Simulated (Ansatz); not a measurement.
Input for Ansatz (development build ahead of 0.2.0):

```yaml
crystal:
  periodic: [false, false, false]
  atoms:
    - { symbol: C, position_ang: [0.1862, 0.45477, 0.32848] }
    - { symbol: C, position_ang: [-0.10759, -0.60926, -0.42955] }
    - { symbol: H, position_ang: [-0.9902, -1.02555, -0.88871] }
    - { symbol: H, position_ang: [1.18597, 0.63252, 0.71421] }
    - { symbol: H, position_ang: [-0.59885, 1.16937, 0.61529] }
basis:
  gaussian: { orbitals: def2-SVP }
magnetization:
  spin_polarized: true
  initial_magnetization: 1
hamiltonian:
  xc: hf
output:
  forces: true
```

The input is written out in the form of the current development build from the run's settings.

Results

```
Converged                       : yes
Total energy                    : -77.33498 hartree
Spin squared of the determinant : 1.028
Stability test                  : minimum
```

Forces (eV/Å):
| atom | Fx | Fy | Fz |
| --- | --- | --- | --- |
| C1 | -0.574 | -0.135 | -0.086 |
| C2 | 0.354 | 0.243 | 0.289 |
| H3 | -0.077 | 0.095 | -0.018 |
| H4 | -0.048 | -0.001 | -0.099 |
| H5 | 0.345 | -0.203 | -0.086 |

Caution: the unrestricted determinant is spin contaminated.
